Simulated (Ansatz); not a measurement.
System: SnSe (Pnma, No. 62). Method: PBE-D3(BJ) (PAW; Ansatz, a first-principles code).

The input as run:

Ansatz 0.2 input:
```yaml
crystal:
  lattice:
    - [11.4073280731, 0.0, 0.0]
    - [0.0, 4.1405571598, 0.0]
    - [0.0, 0.0, 4.355720196]
  atoms:
    - { symbol: Se, position: [0.8570080808, 0.25, 0.4773090281] }
    - { symbol: Se, position: [0.6429919192, 0.75, 0.9773090281] }
    - { symbol: Se, position: [0.3570080808, 0.25, 0.0226909719] }
    - { symbol: Se, position: [0.1429919192, 0.75, 0.5226909719] }
    - { symbol: Sn, position: [0.1177358104, 0.25, 0.0952146057] }
    - { symbol: Sn, position: [0.3822641896, 0.75, 0.5952146057] }
    - { symbol: Sn, position: [0.6177358104, 0.25, 0.4047853943] }
    - { symbol: Sn, position: [0.8822641896, 0.75, 0.9047853943] }
basis:
  ecutwfc: 520
  ecutrho_ratio: 4
  xc_grid: 2
kpoints:
  mp_grid: { grid: [4, 8, 8] }
hamiltonian:
  xc: pbe
  dispersion: d3bj
  pseudopotentials: { azcp: { folder: ./paw }, kind: paw }
scf:
  occupations: { method: fermi_dirac, width: 0.01 }
output:
  forces: true
  stress: true
  eigenvalues: true
relax:
  f_tol: 0.004
  escape_saddle: false
  max_steps: 80
  cell: { stress_tol: 0.02, fix: [volume] }
```

From the output:

```
Relaxation: its limit of steps is 80 (relax.max_steps)
Crystal: 8 atoms, lattice volume = 205.732 Å³
Basis set: ecut = 520 eV, 5553 PW (Γ), exchange–correlation on 180×64×72 points (8 copies of the dense FFT grid, shifted against one another)
Bands: 72, of which v1, the nominal top of the filled ones, is band 60 counted from 1 (59 counted from 0)
Symmetry: 8 space group operations
Space group: Pnma (ITA 62), of the structure as read, at distance tolerance 5.9e-5 Å
k-points: 75 of 256
Initial density: superposition of atomic densities (chi_scale 0.1, normalization cell, long waves kept (reshape's long-wave potential 0.02 eV rms))
Functional: x = pbe(κ = 0.804, μ = 0.2195149727645171), c = pbe(β = 0.06672455060314922)
SCF iter   1: F=—  HF=-45980.606162 eV  |F-HF|=—  |Δ(HF+E_count)|=         —  Δρ=2.98e-2  dr2=2.45e0
SCF iter   2: F=—  HF=-45979.978671 eV  |F-HF|=—  |Δ(HF+E_count)|=   6.27e-1  Δρ=1.41e-2  dr2=4.49e-1
  ...
SCF 1 converged in 8 iterations: F = -45979.857369 eV  dr2 = 2.71e-8
Crystal: 8 atoms, lattice volume = 205.732 Å³
Initial density: handed on by an earlier stage of this run
  ...
Crystal: 8 atoms, lattice volume = 205.732 Å³
Basis set: ecut = 520 eV, 5529 PW (Γ), exchange–correlation on 180×64×72 points (8 copies of the dense FFT grid, shifted against one another)
SCF 5 converged in 6 iterations: F = -45979.862507 eV  dr2 = 9.72e-10
Crystal: 8 atoms, lattice volume = 205.732 Å³
SCF 6 converged in 6 iterations: F = -45979.862584 eV  dr2 = 3.72e-10
Crystal: 8 atoms, lattice volume = 205.732 Å³
SCF iter   8: F=-45979.862584 eV  HF=-45979.862584 eV  |F-HF|=1.46e-11  |Δ(HF+E_count)|=    0.00e0  Δρ=1.75e-9  dr2=4.30e-15
SCF iter   9: F=-45979.862584 eV  HF=-45979.862584 eV  |F-HF|=1.46e-11  |Δ(HF+E_count)|=    0.00e0  Δρ=8.23e-10  dr2=1.18e-15
SCF 7 converged in 9 iterations: F = -45979.862584 eV  dr2 = 1.18e-15
SCF converged after 9 iterations
Free energy (F): -45979.862584 eV
Internal energy: -45979.862584 eV  (E = F + TS)
E sigma→0 (E₀):  -45979.862584 eV
Fermi energy:    9.670332 eV
--- Forces (eV/Å), atoms counted from 1 ---
  atom   1  Se    -0.00050400    -0.00000000    -0.00088274
  atom   2  Se     0.00050400    -0.00000000    -0.00088274
  atom   3  Se    -0.00050400     0.00000000     0.00088274
  atom   4  Se     0.00050400     0.00000000     0.00088274
  atom   5  Sn     0.00081653    -0.00000000    -0.00028829
  atom   6  Sn    -0.00081653    -0.00000000    -0.00028829
  atom   7  Sn     0.00081653     0.00000000     0.00028829
  atom   8  Sn    -0.00081653     0.00000000     0.00028829
--- Stress (GPa, compression-positive) ---
        0.724579       0.000000      -0.000000
        0.000000       0.753521      -0.000000
       -0.000000      -0.000000       0.738018
  P = ⅓ Tr σ = 0.7387 GPa (7.387 kbar)
```

The cell is one volume of an energy–volume scan, off the minimum.
